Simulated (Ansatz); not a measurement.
A made-up structure of MgBNH₂, singlet:

N1  (-0.276, -0.450, 0.002)
B2  (-0.927, -1.510, 0.006)
Mg3  (0.880, 1.434, -0.005)
H4  (-1.529, -2.490, 0.010)
H5  (1.770, 2.882, -0.011)
(Å)

It is relaxed with PBE-D4/def2-SVP and then PBE0-D4/def2-TZVP (Ansatz 0.2.0). Atoms count as bonded within 1.22 times the sum of their covalent radii (H–H: 0.88 Å). The end point is not checked to be a true minimum.

**Question.** Does its bonding change? (Judge from chemistry; the calculation decides.)

**Answer.** The calculation gives: No: no bond forms or breaks.

Where it ends: The first stage lowers the energy by 0.50 eV in 4 steps. It ends as MgBNH₂ ([BH][N][MgH]):
N1  (-0.203, -0.331, 0.001)
B2  (-0.859, -1.399, 0.005)
Mg3  (0.784, 1.276, -0.005)
H4  (-1.474, -2.400, 0.009)
H5  (1.670, 2.719, -0.011)
(Å)

Labels in which every atom is bracketed show which atoms are joined, not bond orders.

For scale, one of the runs: PBE0-D4/def2-TZVP relaxation, 106 basis functions, launched by `ansatz run in.yaml --threads 2 --pin off --events-out ev --progress --plain --max-ram 4352MiB`. The run took about 5 s on 2 CPU threads of an Arm Neoverse V2 (shared host).
